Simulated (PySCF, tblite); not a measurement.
**C₄H₆N radical: geometry, infrared bands and EPR parameters**

Aim: predict the infrared bands and EPR parameters of C₄H₆N radical (`[CH2]CCC#N`).

Computed with tblite 0.8.0 and PySCF 2.14.0, with density-fitted response routines of our own, on a single molecule in the gas phase. Atoms count from 0, in the outputs and in this text.

## (1) Starting geometry

11 atoms, charge 0, multiplicity 2; geometry from: force field or distance geometry start.

Bonds of the start (Å): C0–C1 1.51, C1–C2 1.52, C2–C3 1.49, C3–N4 1.15, C0–H5 1.08, C0–H6 1.08, C1–H7 1.10, C1–H8 1.09, C2–H9 1.10, C2–H10 1.09.

## (2) Relaxing the molecule with GFN2-xTB

Job settings and geometry (Å):

```
{"job": {"kind": "relax", "xc": "GFN2-xTB", "basis": "xTB"}, "charge": 0, "multiplicity": 2}
C      1.659200    -0.513300     0.186500
C      0.467500     0.241200    -0.358300
C     -0.826900    -0.186900     0.322500
C     -1.970200     0.573000    -0.247000
N     -2.866000     1.156200    -0.671200
H      1.756200    -0.689100     1.249100
H      2.508900    -0.685700    -0.457000
H      0.650400     1.315100    -0.202100
H      0.415700     0.061900    -1.429100
H     -1.006300    -1.259100     0.181900
H     -0.783000    -0.010400     1.398700
```

Launch:

```bash
$ OMP_NUM_THREADS=1 python probes_run.py task.json out
```

One launch serves the whole session: the jobs run in the order shown.

The log of the run:

```text
step      E/eV     max force
  0    -392.16358    1.483
  1    -392.21841    1.008
  2    -392.21269    2.057
  3    -392.23376    0.363
  4    -392.23707    0.256
  5    -392.24108    0.153
  6    -392.24197    0.091
  7    -392.24307    0.095
  8    -392.24359    0.080
  9    -392.24404    0.071
 10    -392.24455    0.071
 11    -392.24525    0.106
 12    -392.24582    0.102
 13    -392.24614    0.055
 14    -392.24630    0.034
 15    -392.24644    0.040
 16    -392.24656    0.039
 17    -392.24663    0.021
 18    -392.24666    0.019
 19    -392.24670    0.021
 20    -392.24672    0.021
 21    -392.24674    0.011
 22    -392.24675    0.007
```

Run time: 0.06 s. Hardware: 1 thread of Arm Neoverse V2, shared host.

Step by step: (the energy doesn't fall at every step)

| step | energy from step 0 (eV) | largest force (eV/Å) |
| --- | --- | --- |
| 0 | 0.0000 | 1.4833 |
| 1 | -0.0548 | 1.0084 |
| 2 | -0.0491 | 2.0570 |
| 3 | -0.0702 | 0.3634 |
| 4 | -0.0735 | 0.2564 |
| 5 | -0.0775 | 0.1532 |
| 6 | -0.0784 | 0.0907 |
| 7 | -0.0795 | 0.0949 |
| 8 | -0.0800 | 0.0805 |
| 9 | -0.0805 | 0.0713 |
| 10 | -0.0810 | 0.0708 |
| 11 | -0.0817 | 0.1061 |
| 12 | -0.0822 | 0.1019 |
| 13 | -0.0826 | 0.0551 |
| 14 | -0.0827 | 0.0345 |
| 15 | -0.0829 | 0.0403 |
| 16 | -0.0830 | 0.0389 |
| 17 | -0.0830 | 0.0207 |
| 18 | -0.0831 | 0.0188 |
| 19 | -0.0831 | 0.0209 |
| 20 | -0.0831 | 0.0212 |
| 21 | -0.0832 | 0.0108 |
| 22 | -0.0832 | 0.0071 |

Close pairs (by a distance rule), those that changed most:

| bond | before (Å) | after (Å) | change (Å) |
| --- | --- | --- | --- |
| C2–C3 | 1.486 | 1.439 | -0.048 |
| C0–C1 | 1.512 | 1.471 | -0.042 |
| C1–C2 | 1.524 | 1.543 | +0.019 |
| C0–H5 | 1.081 | 1.073 | -0.009 |
| C0–H6 | 1.080 | 1.071 | -0.009 |
| C3–N4 | 1.150 | 1.143 | -0.007 |
| C1–H8 | 1.087 | 1.094 | +0.007 |
| C2–H9 | 1.096 | 1.094 | -0.002 |

The final coordinates are the input of the step that follows.

## (3) Vibrational analysis with GFN2-xTB

Job settings and geometry (Å):

```
{"job": {"kind": "ir", "xc": "GFN2-xTB", "basis": "xTB"}, "charge": 0, "multiplicity": 2}
C      1.650374    -0.478262     0.184415
C      0.488396     0.238810    -0.361519
C     -0.826825    -0.185682     0.324243
C     -1.941745     0.545277    -0.216692
N     -2.809668     1.139481    -0.664819
H      1.707661    -0.702014     1.231911
H      2.490435    -0.711988    -0.437629
H      0.601640     1.326087    -0.215372
H      0.413333     0.079073    -1.440752
H     -1.000966    -1.254486     0.171155
H     -0.767212     0.006373     1.399096
```

The log of the run:

```text
mode    cm-1     km/mol
  1     -27.6      1.64
  2      84.3      5.11
  3     160.5      7.91
  4     348.8      3.52
  5     387.0      4.76
  6     462.6     45.00
  7     526.6      3.96
  8     750.4     12.44
  9     873.4      2.59
 10     970.5      2.34
 11    1019.0      8.01
 12    1058.5      4.32
 13    1125.1      2.51
 14    1142.3      2.43
 15    1216.5      2.76
 16    1249.5      6.41
 17    1323.1      5.23
 18    1400.2      0.38
 19    1427.4      5.98
 20    1449.5      6.21
 21    2411.3    217.44
 22    2818.8     19.57
 23    2957.0      5.56
 24    2965.2     15.36
 25    2972.0     30.57
 26    3139.7     20.23
 27    3185.6     29.59
```

Run time: 0.12 s. Hardware: 1 thread of Arm Neoverse V2, shared host.

Which atoms move in the most intense modes:

| cm⁻¹ | km/mol | atoms |
| --- | --- | --- |
| 463 | 45.0 | H5 40 %, H6 28 %, C0 26 % |
| 750 | 12.4 | H7 24 %, H8 20 %, H9 17 %, H10 13 % |
| 2411 | 217.4 | C3 60 %, N4 39 % |
| 2819 | 19.6 | H7 92 % |
| 2965 | 15.4 | H9 46 %, H8 46 % |
| 2972 | 30.6 | H10 47 %, H8 29 %, H9 19 % |
| 3140 | 20.2 | H5 64 %, H6 32 % |
| 3186 | 29.6 | H6 61 %, H5 28 %, C0 10 % |

## (4) g tensor and hyperfine couplings: B3LYP/pcH-1

Settings changed since step 3:

```diff
@@ -1,2 +1,2 @@
-{"job": {"kind": "ir", "xc": "GFN2-xTB", "basis": "xTB"}, "charge": 0, "multiplicity": 2}
+{"job": {"kind": "epr", "basis": "pcH-1"}, "charge": 0, "multiplicity": 2}
 C      1.650374    -0.478262     0.184415
```

Method: UKS B3LYP, pcH-1 on C H N, non-relativistic, mean-field spin-orbit, GIAO.

The log of the run:

```text
UKS, coarse grid
  cycle   1  E = -210.67331930  |g| = 3.30e-01
  cycle   2  E = -210.52088276  |g| = 6.84e-01
  cycle   3  E = -210.72423813  |g| = 9.86e-02
  cycle   4  E = -210.72853361  |g| = 3.14e-02
  cycle   5  E = -210.72900628  |g| = 8.26e-03
  cycle   6  E = -210.72904057  |g| = 2.04e-03
  cycle   7  E = -210.72904412  |g| = 6.44e-04
UKS, final grid
  cycle   1  E = -210.72903982  |g| = 6.11e-04
  cycle   2  E = -210.72903971  |g| = 8.23e-04
  cycle   3  E = -210.72903998  |g| = 2.64e-04
  cycle   4  E = -210.72904001  |g| = 4.89e-05
  cycle   5  E = -210.72904001  |g| = 1.86e-05
E = -210.72904001 Eh   <S^2> = 0.7536 (exact 0.7500)
g shifts (ppm)      1          2          3
  rmc          -135       -135       -135
  gc              7         36         21
  oz_so           6        535        682
  total        -122        436        568
hyperfine (MHz)  atom isotope    a_iso     a_fc   dipolar eigenvalues
    0   13C      89.58      89.58    -81.80    -81.07    162.86
    1   13C     -34.65     -34.65     -2.43      0.20      2.23
    2   13C      37.00      37.00     -2.53     -2.14      4.67
    3   13C       1.07       1.07     -0.82     -0.16      0.97
    4   14N       0.18       0.18     -0.30     -0.08      0.38
    5    1H     -62.67     -62.67    -39.45     -0.22     39.67
    6    1H     -64.62     -64.62    -39.55     -0.21     39.76
    7    1H     155.41     155.41     -6.15     -2.84      8.99
    8    1H      30.84      30.84     -5.10     -4.32      9.43
    9    1H      -2.63      -2.63     -4.54     -2.35      6.89
   10    1H      -1.52      -1.52     -3.17     -2.84      6.01
```

Run time: 17 s. Hardware: 1 thread of Arm Neoverse V2, shared host; peak memory 0.64 GiB.

Principal g values 2.00220, 2.00276, 2.00289; g(iso) = 2.00261, against 2.00232 for a free electron.

Mean a(iso) over the nuclei that a row names, and the largest dipolar term of the row (other rows stand at the frozen geometry):

| nuclei | isotope | a(iso) (MHz) | a(iso) (G, at g = 2.0023) | largest dipolar term (MHz) |
| --- | --- | --- | --- | --- |
| H7, H8 | 1H | 93.1 | 33.2 | 9.4 |
| C0 | 13C | 89.6 | 32.0 | 162.9 |
| H5, H6 | 1H | -63.6 | -22.7 | 39.8 |
| C2 | 13C | 37.0 | 13.2 | 4.7 |
| C1 | 13C | -34.7 | -12.4 | -2.4 |
| H9, H10 | 1H | -2.1 | -0.7 | 6.9 |
| C3 | 13C | 1.1 | 0.4 | 1.0 |
| N4 | 14N | 0.2 | 0.1 | 0.4 |

Mulliken spin populations:

| atom | value (e) |
| --- | --- |
| C0 | 1.08 |
| C1 | -0.09 |
| C2 | 0.02 |
| C3 | 0.00 |
| N4 | 0.00 |
| H5 | -0.04 |
| H6 | -0.05 |
| H7 | 0.06 |
| H8 | 0.01 |
| H9 | 0.00 |
| H10 | 0.00 |

In first order the couplings over 0.8 MHz of 1H give 27 distinct lines over 113.4 G, if the averaged nuclei exchange fast.

Orbitals, density, ELF and potential are computed afterwards from the orbital file.

ELF in a plane through or near 6 of the atoms.

Values, 10 rows by 14 columns:
```
0.00 0.00 0.00 0.00 0.00 0.00 0.00 0.00 0.00 0.00 0.00 0.00 0.00 0.00
0.00 0.00 0.00 0.00 0.00 0.00 0.01 0.01 0.00 0.00 0.00 0.00 0.00 0.00
0.00 0.00 0.00 0.00 0.00 0.01 0.41 0.36 0.01 0.04 0.17 0.19 0.02 0.00
0.00 0.00 0.04 0.77 0.66 0.07 0.85 0.81 0.02 0.42 0.70 0.90 0.64 0.00
0.00 0.00 0.27 0.98 0.98 0.60 0.29 0.54 0.18 0.66 0.42 0.94 0.81 0.03
0.00 0.00 0.04 0.44 0.65 0.23 0.59 0.90 0.43 0.23 0.83 0.70 0.46 0.00
0.00 0.00 0.00 0.07 0.88 0.86 0.04 0.53 0.44 0.46 0.52 0.26 0.06 0.00
0.00 0.00 0.00 0.05 0.80 0.58 0.01 0.34 0.42 0.03 0.02 0.01 0.00 0.00
0.00 0.00 0.00 0.00 0.01 0.00 0.00 0.02 0.03 0.00 0.00 0.00 0.00 0.00
0.00 0.00 0.00 0.00 0.00 0.00 0.00 0.00 0.00 0.00 0.00 0.00 0.00 0.00
```
The map spans 11.3 Å across and 7.9 Å up, centred on the molecule. Atoms in the plane (x, y in Å): C0 (-1.7, -0.1), C1 (-0.4, 0.5), C2 (0.7, -0.5), C3 (2.0, 0.1), N4 (3.1, 0.6), H6 (-2.5, 0.5).

log10 of the density (e/Å³) in the same plane.

Ten even steps from '0' (-4.0) to '9' (1.6):
```
0000000000000000000000000000
0000000000000000000000000000
0000000000112221100000000000
0000000001123322111122110000
0000001122334443222333332000
0000112333445554334445443200
0000234444556665445566654310
0001235666667775556677764320
0001345676678876567788765320
0001345678777777678887764320
0001235678776777777776654310
0001234567765679876665443200
0000224566655667766554432100
0000123456544566654443321000
0000012344433455543322110000
0000001233323334432211000000
0000000111111222221100000000
0000000001101112211000000000
0000000000000000000000000000
0000000000000000000000000000
```
The map spans 11.3 Å across and 7.9 Å up, centred on the molecule. Atoms in the plane (x, y in Å): C0 (-1.7, -0.1), C1 (-0.4, 0.5), C2 (0.7, -0.5), C3 (2.0, 0.1), N4 (3.1, 0.6), H6 (-2.5, 0.5).

On the surface of density 0.002 e/bohr³ the electrostatic potential runs, from the 1st to the 99th percentile, from -1.85 V near N4 to 1.32 V near H10.

The spin density lies nearest to C0 65 %; H5, H6 about 10 % each; H7 7 %.

## (5) Outcome

| quantity | value |
| --- | --- |
| strongest single infrared mode (GFN2-xTB) | 2411 cm⁻¹, 217 km/mol |
| zero-point energy (GFN2-xTB) | 53.5 kcal/mol |
| g(iso) (B3LYP) | 2.00261 |
| ⟨S²⟩ | 0.754 (exact 0.75) |
| largest a(iso) (averaged by class) | 1H on H7, H8, 93.1 MHz |
| surface potential, 1st and 99th percentile | -1.85 V and 1.32 V |

The optimisation took 22 steps and gained 0.083 eV; among the close pairs (by a distance rule), C2–C3 changed most, from 1.486 to 1.439 Å. The lowest mode is imaginary (28i cm⁻¹), so the xTB geometry is not a minimum. The strongest single mode, at 2411 cm⁻¹, moves mainly C3 and N4. GFN2-xTB is a fitted tight-binding method: band positions and strengths are rough. Its intensities can rank the bands wrongly. Most of the unpaired spin sits on C0 (1.08 e). The isotropic g lies 0.3 ppt above the free-electron value.
